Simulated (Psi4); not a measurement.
Reaction (SMILES): C#N (CH-N) → [C-]#[NH+] (C-NH)
B3LYP-D3(BJ)/def2-TZVP geometries, fixed; electronic energies without zero-point terms.

Energies in hartree at wB97X-V with Psi4; the isomerisation energy is their sum with the coefficients shown, times 627.509 kcal/mol a hartree. All functions are spherical. Density fitting with the program's default auxiliary sets. The functional holds VV10 correlation; no added dispersion term, no relativity.

```
species            coefficient     part    cc-pVDZ    cc-pVTZ    cc-pVQZ
-----------------  -----------  -------  ---------  ---------  ---------
C#N (CH-N)                  -1  wB97X-V  -93.39912  -93.42605  -93.43334
[C-]#[NH+] (C-NH)           +1  wB97X-V  -93.37655  -93.40492  -93.41243
```

Question: Predict the isomerisation energy in cc-pV5Z (X = 5): let each wB97X-V step shrink by the ratio of the last two. Compare with the run.

Answer: 
- C#N (CH-N): steps -0.02693 and -0.00729, ratio 0.271, so wB97X-V -93.43532 (run: -93.43527).
- [C-]#[NH+] (C-NH): steps -0.02837 and -0.00751, ratio 0.265, so wB97X-V -93.41442 (run: -93.41457).
Predicted 13.11 kcal/mol; the run in cc-pV5Z gives 12.99, a miss of 0.13. Keeping the value in cc-pVQZ, 13.12, would miss by 0.13. All sums are of the energies as printed.
